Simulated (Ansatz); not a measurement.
A made-up structure of C₂H₃Si (charge +1), singlet:

```
6
angstrom
C -0.6499 -1.7118 -0.6696
C -0.1977 -0.5199 -0.2029
Si 0.4524 1.1917 0.4662
H -1.0504 -2.7674 -1.0827
H 1.0437 2.3046 -0.5927
H 0.4019 1.5029 2.0817
```

It is relaxed with PBE-D4/def2-SVP and then PBE0-D4/def2-TZVP (Ansatz 0.2.0). Atoms count as bonded within 1.22 times the sum of their covalent radii (H–H: 0.88 Å). The end point is not checked to be a true minimum.

Q: Does its bonding change? (A judgement: the text doesn't fix the answer.)

A: By the calculation: No: no bond forms or breaks.

Where it ends: The first stage lowers the energy by 1.48 eV in 4 steps. It ends as C₂H₃Si ([CH][C][SiH2]), total charge +1:
```xyz
6
angstrom
C -0.5802 -1.5283 -0.5978
C -0.1763 -0.4641 -0.1813
Si 0.4040 1.0642 0.4163
H -0.9379 -2.4708 -0.9665
H 0.9319 2.0576 -0.5296
H 0.3586 1.3414 1.8589
```

Labels in which every atom is bracketed show which atoms are joined, not bond orders.

For scale, one of the runs: PBE0-D4/def2-TZVP relaxation, 117 basis functions, launched by `ansatz run in.yaml --threads 2 --pin off --events-out ev --progress --plain --max-ram 4352MiB`. The run took about 8 s on 2 CPU threads of an Arm Neoverse V1 (shared host).
